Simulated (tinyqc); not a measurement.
Inside a calculation. Method: extended Hueckel theory, for BH3+. The parameters take no account of the charge, which enters only through the electron count. Computed by tinyqc, a small Python program that keeps every step (integrals from PySCF). Settings: charge = 1, K = 1.75, weighted = 1, multiplicity = 2. Command: `OMP_NUM_THREADS=1 python tinyqc.py 22223 22224 out.jsonl` (the two numbers bound the seeds that draw the settings). One thread of a shared host (Intel(R) Xeon(R) Processor @ 2.60GHz), about 0.01 s of CPU time with the checks.

## Overlaps

Geometry (angstrom):
```
atom,x,y,z
B,0.000000,0.000000,0.026000
H,1.223000,0.000000,0.000000
H,-0.611000,1.059000,0.000000
H,-0.611000,-1.059000,0.000000
```

Parameters chosen for this run:
```
element,shell,Slater exponent,H_ii (eV)
H,1s,1.300000,-13.600000
B,2s,1.300000,-15.200000
B,2p,1.300000,-8.500000
```

Slater orbitals, each expanded in six Gaussians scaled to its exponent.

overlap S:
```
,1B 2s,1B 2px,1B 2py,1B 2pz,2H 1s,3H 1s,4H 1s
1B 2s,1.000000,0.000000,0.000000,0.000000,0.473320,0.473494,0.473494
1B 2px,0.000000,1.000000,0.000000,0.000000,0.522010,-0.260931,-0.260931
1B 2py,0.000000,0.000000,1.000000,0.000000,0.000000,0.452251,-0.452251
1B 2pz,0.000000,0.000000,0.000000,1.000000,-0.011098,-0.011103,-0.011103
2H 1s,0.473320,0.522010,0.000000,-0.011098,1.000000,0.083754,0.083754
3H 1s,0.473494,-0.260931,0.452251,-0.011103,0.083754,1.000000,0.083723
4H 1s,0.473494,-0.260931,-0.452251,-0.011103,0.083754,0.083723,1.000000
```

## Wolfsberg-Helmholz matrix

diagonal H_ii (eV): 1B 2s -15.200000, 1B 2px -8.500000, 1B 2py -8.500000, 1B 2pz -8.500000, 2H 1s -13.600000, 3H 1s -13.600000, 4H 1s -13.600000

K = 1.750000

H_ij = K' S_ij (H_ii + H_jj)/2 for i != j (the diagonal keeps H_ii), with K' = K + D^2 + D^4 (1 - K), D = (H_ii - H_jj)/(H_ii + H_jj), K = 1.75.

H (eV):
```
,1B 2s,1B 2px,1B 2py,1B 2pz,2H 1s,3H 1s,4H 1s
1B 2s,-15.200000,0.000000,0.000000,0.000000,-11.948664,-11.953052,-11.953052
1B 2px,0.000000,-8.500000,0.000000,0.000000,-10.389288,5.193160,5.193160
1B 2py,0.000000,0.000000,-8.500000,0.000000,0.000000,-9.000911,9.000911
1B 2pz,0.000000,0.000000,0.000000,-8.500000,0.220868,0.220986,0.220986
2H 1s,-11.948664,-10.389288,0.000000,0.220868,-13.600000,-1.993340,-1.993340
3H 1s,-11.953052,5.193160,-9.000911,0.220986,-1.993340,-13.600000,-1.992615
4H 1s,-11.953052,5.193160,9.000911,0.220986,-1.993340,-1.992615,-13.600000
```

## Orbitals

valence electrons = 5

Solve H C = S C e through S^(-1/2); fill by pairs from the bottom, a degenerate level sharing its electrons equally; each orbital has its largest coefficient positive (the first on a tie).

orbital energies (eV): -19.495269  -14.659914  -14.658789  -8.502346  8.496942  8.522382  16.738519

occupations: 2.000000  2.000000  1.000000  0.000000  0.000000  0.000000  0.000000

coefficients:
```
,MO1,MO2,MO3,MO4,MO5,MO6,MO7
1B 2s,0.537337,0.000000,-0.000038,0.021931,0.000762,0.000000,1.438774
1B 2px,0.000000,0.000000,0.393997,-0.000001,1.284485,0.000000,-0.000805
1B 2py,0.000000,0.393981,0.000000,0.000000,0.000000,1.285016,0.000000
1B 2pz,-0.000349,0.000000,0.000001,0.999679,-0.000018,0.000000,-0.037261
2H 1s,0.282602,0.000000,0.591123,-0.006176,-0.982384,0.000000,-0.769786
3H 1s,0.282682,0.511798,-0.295451,-0.006178,0.490447,-0.850788,-0.771069
4H 1s,0.282682,-0.511798,-0.295451,-0.006178,0.490447,0.850788,-0.771069
```

sum of one-electron energies = -82.969155 eV

## Mulliken analysis

P = C n C^T; charge = valence electrons (H 1, B 3) minus the sum of (P S)_ii on the atom; overlap population = 2 sum P_ij S_ij between two atoms.

charges: 1B 0.978327, 2H 0.228019, 3H -0.103173, 4H -0.103173

Overlap populations:
```
pair,value
2-1,0.530636
3-1,0.713215
3-2,-0.002492
4-1,0.713215
4-2,-0.002492
4-3,-0.046343
```
